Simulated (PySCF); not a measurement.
Gas-phase reaction: 3 AlH₃ + C₃H₄ (cyclic) → 3 AlCH₃ + 4 H

Computed with PySCF (xtb for GFN2) and rigid-rotor harmonic-oscillator thermochemistry at 1 bar. † marks an energy on the PBE0/def2-TZVP geometry and frequencies; other levels use their own. MP2 freezes the core. Open shells (unrestricted): H (multiplicity 2); the rest are closed-shell singlets. GFN2 has no spin-polarisation term. AlH₃, AlCH₃: computed as isolated molecules; such fragments, hydroxides, amides, oligomers or adducts are transient or little studied in the gas. MP2 isn't extrapolated to the basis-set limit.

GFN2-xTB gives ΔH°(298 K) = 1591 kJ.

### Question
What do r2SCAN/def2-TZVP†, ωB97X-V/def2-TZVP†, MP2/def2-SVP† give?

### Answer
r2SCAN/def2-TZVP†: 756 kJ; ωB97X-V/def2-TZVP†: 777 kJ; MP2/def2-SVP†: 703 kJ. For scale, ΔH°(298 K) is 1591 kJ at this level, 731 kJ at ωB97M-V/def2-TZVP†, and runs from 564 to 1591 kJ over the 20 levels computed († marks an energy on the PBE0/def2-TZVP geometry).
